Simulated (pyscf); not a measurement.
Four-centre exchange: HO–GaH₂ + ethylene (H₂C=CH₂) -> H₂C=CH–GaH–OH + hydrogen (H₂)

Gas phase, singlet surface, charge 0. Bonds broken: Ga2–H4, C6–H8. Bonds formed: Ga2–C6, H4–H8. Single points on ωB97X-D3(BJ)/def2-SVP structures (PySCF, gas phase).

Transition state (Å):

```xyz
11

O     -1.4594    -1.8585    -0.0503
Ga    -1.9069    -0.2467     0.5879
H     -1.1947    -1.8978    -0.9742
H     -2.7281     0.7197    -0.6640
H     -2.5863    -0.0321     1.9562
C     -0.3916     1.2140     0.1484
C     -0.3270     2.3769     0.8140
H     -1.7062     1.0847    -0.4804
H      0.5027     0.8580    -0.3825
H      0.5856     2.9843     0.8730
H     -1.2053     2.7837     1.3342
```

One imaginary mode, 1481i cm⁻¹; descent along it reached the two sides named, in the forms told below.

```
bond    change  reactant side (Å)  saddle  product side
------  ------  -----------------  ------  ------------
Ga2–H4  breaks              1.570   1.782           2.8
C6–H8   breaks              1.096   1.463           3.1
Ga2–C6   forms                2.7   2.150         1.950
H4–H8    forms                2.9   1.101         0.761
```

Electronic energies relative to the separated reactants (eV):

```
level                   barrier  reaction energy  reverse barrier
----------------------  -------  ---------------  ---------------
ωB97X-D3(BJ)/def2-TZVP     1.79            +0.15             1.64
PBE/def2-TZVP              1.59            +0.22             1.37
r²SCAN/def2-TZVP           1.58            +0.19             1.39
B3LYP-D3(BJ)/def2-TZVP     1.81            +0.22             1.59
PBE0-D3(BJ)/def2-TZVP      1.64            +0.22             1.42
M06-2X/def2-TZVP           1.74            +0.12             1.62
ωB97M-D3(BJ)/def2-TZVP     1.89            +0.26             1.63
HF/def2-TZVP               2.60            +0.43             2.17
```

With ωB97M-D3(BJ)/def2-TZVP energies and thermal terms (ideal gas, 1 atm, RRHO with modes under 100 cm⁻¹ raised to 100, one conformer, R ln 2 for chiral ones without a mode under 150 cm⁻¹), in eV:

```csv
T (K),ΔH‡,ΔG‡,ΔH,ΔG
298,1.80,2.23,+0.16,+0.24
600,1.83,2.66,+0.22,+0.29
900,1.86,3.07,+0.26,+0.32
1200,1.90,3.46,+0.29,+0.33
```

On the reactant side the descent ends in a bound adduct (not fully relaxed), 0.42 eV under the separated species and 2.21 eV under the saddle at ωB97X-D3(BJ)/def2-TZVP. At the saddle there is also a short Ga–H contact that neither side keeps. This is the saddle that the search found; another between the same sides may lie lower. Elements up to Kr have no core potential and no relativistic terms here.
